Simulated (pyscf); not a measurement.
`[SiH3][AsH][SiH3]` + `[H]` [doublet] → `[SiH4]` + `[SiH3][AsH]` [doublet], a substitution at Si (doublet surface; As–Si broken, H–Si formed). PySCF, gas phase, ωB97X-D3(BJ)/def2-SVP geometries. Energies in eV from the separated reactants.

Small-basis levels: PySCF, no dispersion term, spherical d functions. AM1 to PM7: differences of heats of formation from MOPAC. Open shells are spin-unrestricted. 

| level | barrier | reaction energy |
|---|---|---|
| HF/STO-3G | 0.87 | -1.37 |
| HF/3-21G | ? | -1.34 |
| MP2/6-31G*+LANL2DZ | 0.58 | -1.15 |
| SVWN5/6-31G*+LANL2DZ | -0.46 | -1.13 |
| BP86/6-31G*+LANL2DZ | -0.21 | -1.43 |
| B3LYP/STO-3G | 0.09 | -1.52 |
| B3LYP/3-21G | 0.02 | -1.43 |
| B3LYP/LANL2DZ | ? | -1.69 |
| B3LYP/6-31G*+LANL2DZ | -0.01 | -1.54 |
| M06-2X/6-31G*+LANL2DZ | 0.12 | -1.19 |
| PBE/def2-SVP | -0.10 | -1.06 |
| PM7 | 0.53 | +0.32 |
| ωB97M-D3(BJ)/def2-TZVP | ? | -1.22 |

Question: Fill in the missing entries.

Answer: 
- HF/3-21G, barrier: 0.71
- B3LYP/LANL2DZ, barrier: 0.04
- ωB97M-D3(BJ)/def2-TZVP, barrier: 0.15

Against the last row the barrier runs from -0.62 (SVWN5/6-31G*+LANL2DZ) to +0.72 eV (HF/STO-3G). At SVWN5/6-31G*+LANL2DZ, BP86/6-31G*+LANL2DZ, B3LYP/6-31G*+LANL2DZ, PBE/def2-SVP this geometry lies under one side, so the entry may be no barrier of that level: it is a single point on another level's saddle. ωB97M-D3(BJ)/def2-TZVP has limits of its own. This is the saddle that the search found; another between the same sides may lie lower. The angle at the attacked Si is 179°. In the def2 sets elements up to Kr have no core potential.
